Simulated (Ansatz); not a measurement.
# AlSiH4O (SMILES [AlH][O][SiH3]) at UPBE/aug-cc-pVDZ

Aim: the vertical ionisation energy of AlSiH4O at UPBE/aug-cc-pVDZ, from 2 runs. 

The results are computed with Ansatz 0.2.0.

63 further runs of the same task are left out: 63 set aside as unsound or not needed.

### Step 1. Starting point

The species is AlSiH4O (7 atoms), meant as a doublet with charge 0. SMILES: `[AlH][O][SiH3]`. The shape is that of a PBE0-D4/def2-TZVP optimisation. This is one conformer, not always the lowest.

Bond lengths: Al1–O2 1.689 Å, O2–Si3 1.627 Å, Al1–H4 1.609 Å, Si3–H5 1.487 Å, Si3–H6 1.487 Å, Si3–H7 1.488 Å. Angles: Al1–O2–Si3 169.6°, O2–Al1–H4 116.0°, O2–Si3–H5 110.0°, O2–Si3–H6 110.2°, O2–Si3–H7 110.3°, H5–Si3–H6 108.8°, H5–Si3–H7 108.7°, H6–Si3–H7 108.8°.

### Step 2. The energy at UPBE/aug-cc-pVDZ

File run.yaml:

```yaml
crystal:
  periodic: [false, false, false]
  atoms:
    - {symbol: Al, position_ang: [-1.643700, -1.503700, -0.201100]}
    - {symbol: O, position_ang: [-0.403000, -0.368600, -0.047300]}
    - {symbol: Si, position_ang: [0.870900, 0.567400, 0.335800]}
    - {symbol: H, position_ang: [-2.580100, -1.352800, -1.500200]}
    - {symbol: H, position_ang: [1.204400, 1.463600, -0.802700]}
    - {symbol: H, position_ang: [0.554900, 1.401200, 1.526200]}
    - {symbol: H, position_ang: [2.057800, -0.275200, 0.643500]}
basis:
  gaussian:
    orbitals: aug-cc-pVDZ
magnetization:
  spin_polarized: true
  initial_magnetization: 1
output: {orbitals: {seedname: orbitals}}
hamiltonian:
  xc: pbe
accuracy: high
```

Run with:

```
$ ansatz run run.yaml --threads 1 --pin off --max-ram 3480MiB --events-out events.jsonl --progress --plain --runs-dir runs
```

Log:

```text
Warning: RAYON_NUM_THREADS=1 ignored (pool sized by the plan → 1); use --threads N
Functional definition: PBE
  name "PBE"
  parameter kappa = 0.804
  parameter beta = 0.06672455060314922
  exchange = pbe_x(kappa = kappa, mu = beta*pi^2/3)
  correlation = pbe_c(beta = beta)
2252 factors; integrals over basis functions are off by at most 3.4e-9 eV
mean field evaluation 1: about -16567.6086 eV, gradient 4.9e1 eV
mean field evaluation 2: about -16451.7761 eV, gradient 1.4e2 eV
mean field evaluation 4: about -16576.8030 eV, gradient 6.1e0 eV
mean field evaluation 8: about -16577.1377 eV, gradient 7.8e-2 eV
mean field evaluation 16: about -16577.1377 eV, gradient 2.1e-5 eV
mean field -16577.13770510 eV, -609.1985742748 hartree, gradient 1.6e-8 eV, S^2 0.752551; 0 other end points of the search recorded, 0 dependent functions left out
reference -16577.13771554 eV, -609.1985746586 hartree; 20, 19 occupied and 93, 94 virtual orbitals, 2252 factors
Total energy: -16577.13771554 eV, -609.1985746586 hartree
```

Run time: 18 s. Hardware: 1 thread of Arm Neoverse V1, shared host; peak memory 0.4 GiB.

### Step 3. The singlet cation, same level

File input.yaml:

```yaml
crystal:
  periodic: [false, false, false]
  atoms:
    - symbol: Al
      position_ang: [-1.643700, -1.503700, -0.201100]
    - symbol: O
      position_ang: [-0.403000, -0.368600, -0.047300]
    - symbol: Si
      position_ang: [0.870900, 0.567400, 0.335800]
    - symbol: H
      position_ang: [-2.580100, -1.352800, -1.500200]
    - symbol: H
      position_ang: [1.204400, 1.463600, -0.802700]
    - symbol: H
      position_ang: [0.554900, 1.401200, 1.526200]
    - symbol: H
      position_ang: [2.057800, -0.275200, 0.643500]
basis:
  gaussian:
    orbitals: aug-cc-pVDZ
output: {orbitals: {seedname: orbitals}}
total_charge: 1
accuracy: high
hamiltonian:
  xc: pbe
```

Run with:

```
$ ansatz run input.yaml --threads 1 --pin off --max-ram 3480MiB --events-out events.jsonl --progress --plain --runs-dir runs
```

Log:

```text
Warning: RAYON_NUM_THREADS=1 ignored (pool sized by the plan → 1); use --threads N
Functional definition: PBE
  name "PBE"
  parameter kappa = 0.804
  parameter beta = 0.06672455060314922
  exchange = pbe_x(kappa = kappa, mu = beta*pi^2/3)
  correlation = pbe_c(beta = beta)
2253 factors; integrals over basis functions are off by at most 3.4e-9 eV
mean field evaluation 1: about -16547.7626 eV, gradient 1.0e2 eV
mean field evaluation 2: about -16352.1579 eV, gradient 2.1e2 eV
mean field evaluation 4: about -16567.9309 eV, gradient 1.7e1 eV
mean field evaluation 8: about -16569.3258 eV, gradient 5.2e-1 eV
mean field evaluation 16: about -16569.3244 eV, gradient 1.0e-4 eV
mean field -16569.32440727 eV, -608.9114408757 hartree, gradient 1.8e-8 eV, S^2 0.000000; 0 other end points of the search recorded, 0 dependent functions left out
reference -16569.32441888 eV, -608.9114413024 hartree; 19, 19 occupied and 94, 94 virtual orbitals, 2253 factors
Total energy: -16569.32441888 eV, -608.9114413024 hartree
```

Run time: 11 s. Hardware: 1 thread of Arm Neoverse V1, shared host; peak memory 0.33 GiB.

### Step 4. Results

At UPBE/aug-cc-pVDZ:

| quantity | value |
| --- | --- |
| doublet AlSiH4O: total energy | -609.19857 Eh |
| doublet AlSiH4O: HOMO energy (highest over α and β) | -4.77 eV |
| doublet AlSiH4O: LUMO energy (lowest over α and β) | -3.19 eV |
| doublet AlSiH4O: ⟨S²⟩ | 0.753 |
| singlet cation: total energy | -608.91144 Eh |
| singlet cation: HOMO energy | -11.96 eV |
| singlet cation: LUMO energy | -10.62 eV |
| singlet cation: HOMO–LUMO gap | 1.34 eV |
| vertical ionisation energy (to the singlet cation) | 7.813 eV |

In words: The vertical ionisation energy comes to 7.81 eV (754 kJ/mol). Only the singlet of the ionised species was computed; a triplet could lie lower.
